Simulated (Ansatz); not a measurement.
One change: `CC#CNC` becomes `CC#CC=S`.

Ansatz, PBE0-D4/def2-TZVP geometries, multiplicity 1. 

| property | `CC#CNC` |
| --- | --- |
| LUMO energy (ωB97M-V/def2-TZVPP) / eV | 2.48 |
| LUMO energy (B3LYP/def2-TZVPP) / eV | 0.68 |
| HOMO energy (B3LYP/def2-TZVPP) / eV | -5.61 |
| HOMO energy (PBE/def2-TZVPP) / eV | -4.61 |
| HOMO–LUMO gap (PBE/def2-TZVPP) / eV | 4.78 |
| size of the dipole moment (ωB97M-V/def2-TZVPP) / D | 1.16 |

Give the same properties after the change, and the shifts. (Estimate.)

Ansatz gave: 
```
                                          property  `CC#CC=S`  shift
             LUMO energy (ωB97M-V/def2-TZVPP) / eV      -0.66  -3.14
               LUMO energy (B3LYP/def2-TZVPP) / eV      -2.86  -3.54
               HOMO energy (B3LYP/def2-TZVPP) / eV      -6.26  -0.65
                 HOMO energy (PBE/def2-TZVPP) / eV      -5.22  -0.61
               HOMO–LUMO gap (PBE/def2-TZVPP) / eV       1.73  -3.05
size of the dipole moment (ωB97M-V/def2-TZVPP) / D       3.31   2.15
```

With PBE0 the HOMO falls by 0.71 eV and the LUMO falls by 3.74 eV, so the gap narrows by about 3.03 eV. PBE moves the HOMO by -0.61 eV and ωB97M-V by -0.77 eV. Dipoles are sizes alone; their direction can turn.

B3LYP here is the variant with VWN-RPA as its local correlation; programs differ in this.
